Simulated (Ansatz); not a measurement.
**What a trial cell of Sn2Sb relaxes into**

Level of theory: Ansatz, DFT PBE, scalar-relativistic, plane waves, PAW. Cutoff 420 eV, Γ-centred k mesh, Gaussian smearing, no spin polarisation in the final step.

The start puts Sn2Sb on the Cu2Sb structure type (P4/nmm, No. 129), with Sn in place of Cu, at a guessed volume.

```yaml
crystal:
  lattice:
    - [4.58147, 0.00000, 0.00000]
    - [0.00000, 4.58147, 0.00000]
    - [0.00000, 0.00000, 6.99042]
  atoms:
    - { symbol: Sn, position: [0.00000, 0.00000, 0.00000] }
    - { symbol: Sn, position: [0.50000, 0.50000, 0.00000] }
    - { symbol: Sn, position: [0.00000, 0.50000, 0.27000] }
    - { symbol: Sn, position: [0.50000, 0.00000, 0.73000] }
    - { symbol: Sb, position: [0.00000, 0.50000, 0.70000] }
    - { symbol: Sb, position: [0.50000, 0.00000, 0.30000] }
```

Cell and atoms relax at zero pressure; the relaxation can't lower the symmetry of the start. After a coarse first stage the cell is made exact in the group found at 0.06 Å.

The zero of energy is the elements' standard structures at the same level; no fitted shifts are applied.

Task: What does it relax into?

Result: It keeps P4/nmm (No. 129), but not the shape of the type it started on. Conventional cell: a = 4.379 Å, c = 9.218 Å. Around Sn on Wyckoff site a (2 atoms of the primitive cell) lie 4 Sn at 3.10 Å and 4 Sb at 3.51 Å; Sn on Wyckoff site c (2 atoms of the primitive cell) is coordinated by 5 Sb at 3.07–3.17 Å; Sb is coordinated by 5 Sn at 3.07–3.17 Å and 4 Sn at 3.51 Å.

Space group P4/nmm:1 (No. 129). a = 4.379 Å, b = 4.379 Å, c = 9.218 Å, α = 90.00°, β = 90.00°, γ = 90.00°
```tsv
atom	site	symmetry	x	y	z
Sn	2a	-4m2	0.0000	0.0000	0.0000
Sn	2c	4mm	0.0000	0.5000	0.3698
Sb	2c	4mm	0.0000	0.5000	0.7025
```

Task: What are its volume, energy, density and gap?

Result: The volume per atom is 29.46 Å³ and the density is 6.75 g/cm³. The energy over the elements is 0.08 eV/atom and the gap on the 8×8×6 mesh is 0 eV (a metal).

The final run used a 8×8×6 mesh on its 6-atom cell and 0.10 eV smearing. For metals, differences of a few meV/atom aren't resolved. Spin–orbit coupling is left out. A structure relaxed within its symmetry needn't be a true minimum.

Cost: 3 runs of about 15 core-minutes in all, on Arm Neoverse V1 (shared hosts).